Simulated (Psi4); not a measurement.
# SiH4S2 (SMILES S[SiH2]S) at CCSD/def2-SVPD

Aim: the vertical ionisation energy of SiH4S2 at CCSD/def2-SVPD, from 2 runs. 

The results are computed with Psi4 1.11.

1 further run of the same task is left out (set aside as unsound or not needed).

## 1. The system as given

SiH4S2 has 7 atoms, charge 0, and is taken as a singlet. As SMILES, `S[SiH2]S`. The shape is that of a PBE0-D4/def2-TZVP optimisation. This is one conformer, not always the lowest.

Bond lengths: S1–Si2 2.137 Å, Si2–S3 2.126 Å, S1–H4 1.345 Å, Si2–H5 1.484 Å, Si2–H6 1.482 Å, S3–H7 1.344 Å. Angles: S1–Si2–S3 108.8°, S1–Si2–H5 108.3°, S1–Si2–H6 113.2°, S3–Si2–H5 113.0°, S3–Si2–H6 104.0°, Si2–S1–H4 93.8°, Si2–S3–H7 94.4°, H5–Si2–H6 109.7°.

## 2. The energy at CCSD/def2-SVPD

The input, h4s2si_ase.py:

```python
import numpy as np
from ase.calculators.psi4 import Psi4
from ase import Atoms

a = Atoms(['S', 'Si', 'S', 'H', 'H', 'H', 'H'], positions=[
    [-1.440900, -0.940100, -0.544900],
    [0.000300, 0.422900, 0.249000],
    [1.560800, -0.688700, 1.171400],
    [-1.898600, -0.065600, -1.458200],
    [0.481300, 1.287400, -0.857000],
    [-0.535500, 1.264600, 1.345400],
    [1.893800, -1.348500, 0.048400],
])
calc = Psi4(atoms=a, method='ccsd', basis='def2-SVPD', memory='1600MB', num_threads=1, charge=0, multiplicity=1, label='calc')
calc.psi4.set_options({'puream': True, 'e_convergence': 1e-09, 'd_convergence': 1e-08, 'scf_type': 'pk', 'num_frozen_docc': 15})
a.calc = calc

print(f'energy: {a.get_potential_energy():.6f} eV')
```

The run is started by

```sh
$ python h4s2si_ase.py
```

calc.dat:

```text
[...]
  Running in c1 symmetry.
[...]
  Nuclear repulsion =  195.375236159389686
[...]
  Multiplicity = 1
[...]
  Nalpha       = 25
  Nbeta        = 25
[...]
    Number of basis functions: 110
[...]
   @RHF iter   1: -1085.99124949226007   -2.83599e-01   2.32078e-03 ADIIS/DIIS
[...]
   @RHF iter  11: -1086.05055199248204   -1.18234e-11   5.21066e-09 DIIS
[...]
    Orbital Energies [Eh]
    ---------------------
    Doubly Occupied:
       1A    -91.934408     2A    -91.934361     3A    -68.815758
       4A     -8.968108     5A     -8.967878     6A     -6.655860
       7A     -6.655608     8A     -6.655029     9A     -6.654752
      10A     -6.653042    11A     -6.652753    12A     -6.180028
      13A     -4.291223    14A     -4.290373    15A     -4.289632
      16A     -0.998408    17A     -0.964793    18A     -0.703576
      19A     -0.570432    20A     -0.566118    21A     -0.504750
      22A     -0.465529    23A     -0.460751    24A     -0.393714
      25A     -0.380205
[...]
  @RHF Final Energy: -1086.05055199248204
   => Energetics <=
    Nuclear Repulsion Energy =            195.3752361593896865
    One-Electron Energy =               -1891.6374043671578420
    Two-Electron Energy =                 610.2116162152860852
    Total Energy =                      -1086.0505519924820419
[...]
 Multipole Moments:
 ------------------------------------------------------------------------------------
     Multipole            Electronic (a.u.)      Nuclear  (a.u.)        Total (a.u.)
 ------------------------------------------------------------------------------------
 L = 1.  Multiply by 2.5417464519 to convert [e a0] to [Debye]
 Dipole X            :          0.1653001           -0.2028978           -0.0375978
 Dipole Y            :         -2.1809296            2.5913415            0.4104119
 Dipole Z            :          1.3658992           -1.8808440           -0.5149448
 Magnitude           :                                                    0.6595602
[...]
      * MP2 total energy                      = -1086.439953191395489
[...]
      * CCSD total energy                     = -1086.489922182228156
```

Standard output:

```text
energy: -29564.896684 eV
```

It took 26 s on 1 thread of AMD EPYC 9R45 (Zen 5), shared host; peak memory 1.1 GiB.

## 3. The doublet cation at the same level

The input, h4s2si.inp:

```
memory 1.6 GB

molecule system {
  1 2
  S
  Si 1 r2
  S 2 r3 1 a3
  H 1 r4 2 a4 3 d4
  H 2 r5 3 a5 1 d5
  H 2 r6 5 a6 4 d6
  H 3 r7 2 a7 6 d7

  r2 = 2.13661
  r3 = 2.126414
  a3 = 108.82691
  r4 = 1.344751
  a4 = 93.84684
  d4 = -155.99505
  r5 = 1.483899
  a5 = 112.95356
  d5 = -120.26021
  r6 = 1.482442
  a6 = 109.73177
  d6 = -107.49204
  r7 = 1.344379
  a7 = 94.35795
  d7 = -179.78206
  symmetry c1
}

set {
  basis           def2-SVPD
  reference       uhf
  puream          true
  e_convergence   1e-09
  d_convergence   1e-08
  scf_type        pk
  num_frozen_docc 15
  maxiter         200
}

e, wfn = energy("ccsd", return_wfn=True)
print_variables()
```

The run is started by

```sh
$ psi4 h4s2si.inp h4s2si.out -n 1
```

h4s2si.out:

```text
[...]
  Running in c1 symmetry.
[...]
  Nuclear repulsion =  195.375249113724976
[...]
  Multiplicity = 2
[...]
  Nalpha       = 25
  Nbeta        = 24
[...]
    Number of basis functions: 110
[...]
   @UHF iter   1: -1085.62214477390444    8.55066e-02   2.31233e-03 DIIS/ADIIS
[...]
   @UHF iter  22: -1085.71911302750095   -2.11458e-11   7.12703e-09 DIIS
[...]
   @S^2 Observed:                7.631310347E-01
[...]
    Orbital Energies [Eh]
    ---------------------
    Alpha Occupied:
       1A    -92.275058     2A    -92.108417     3A    -69.013455
       4A     -9.307285     5A     -9.140944     6A     -7.008261
       7A     -6.990175     8A     -6.988849     9A     -6.828368
      10A     -6.827756    11A     -6.825414    12A     -6.380687
      13A     -4.491931    14A     -4.490299    15A     -4.489478
      16A     -1.318848    17A     -1.152595    18A     -0.919329
      19A     -0.849212    20A     -0.785495    21A     -0.751369
      22A     -0.719508    23A     -0.677812    24A     -0.635644
      25A     -0.557982
    Alpha Virtual:
[...]
  @UHF Final Energy: -1085.71911302750095
   => Energetics <=
    Nuclear Repulsion Energy =            195.3752491137249763
    One-Electron Energy =               -1880.1043320801004484
    Two-Electron Energy =                 599.0099699388745194
    Total Energy =                      -1085.7191130275009527
  UHF NO Occupations:
  HONO-2 :   23  A 1.9992047
  HONO-1 :   24  A 1.9951073
[...]
 Multipole Moments:
 ------------------------------------------------------------------------------------
     Multipole            Electronic (a.u.)      Nuclear  (a.u.)        Total (a.u.)
 ------------------------------------------------------------------------------------
 L = 1.  Multiply by 2.5417464519 to convert [e a0] to [Debye]
 Dipole X            :         -1.0153348            1.4755101            0.4601753
 Dipole Y            :         -1.1821649            2.7292090            1.5470441
 Dipole Z            :         -2.3901297            0.8173600           -1.5727697
 Magnitude           :                                                    2.2535996
[...]
      * MP2 total energy                      = -1086.075601142611276
[...]
      * CCSD total energy                     = -1086.132213839138331
[...]
```

It took 97 s on 1 thread of AMD EPYC 9R45 (Zen 5), shared host; peak memory 1.1 GiB.

## 4. Results

At CCSD/def2-SVPD, 15 core orbitals frozen:

| quantity | value |
| --- | --- |
| singlet SiH4S2: total energy | -1086.48992 Eh |
| singlet SiH4S2: HOMO energy (Hartree–Fock orbitals) | -10.35 eV |
| singlet SiH4S2: LUMO energy (Hartree–Fock orbitals) | 2.07 eV |
| singlet SiH4S2: HOMO–LUMO gap (Hartree–Fock orbitals) | 12.42 eV |
| singlet SiH4S2: correlation energy (15 core orbitals frozen) | -439.4 mEh |
| singlet SiH4S2: T1 diagnostic | 0.011 |
| doublet cation: total energy | -1086.13221 Eh |
| doublet cation: HOMO energy (Hartree–Fock orbitals) (highest over α and β) | -15.16 eV |
| doublet cation: LUMO energy (Hartree–Fock orbitals) (lowest over α and β) | -7.70 eV |
| doublet cation: correlation energy (15 core orbitals frozen) | -413.1 mEh |
| doublet cation: ⟨S²⟩ of the reference determinant | 0.763 |
| doublet cation: T1 diagnostic | 0.067 |
| vertical ionisation energy (to the doublet cation) | 9.734 eV |

Removing an electron at fixed nuclei costs 9.73 eV (939 kJ/mol). The T1 diagnostic (doublet cation) of 0.067 is above the customary mark for such species, so a single reference may not serve.
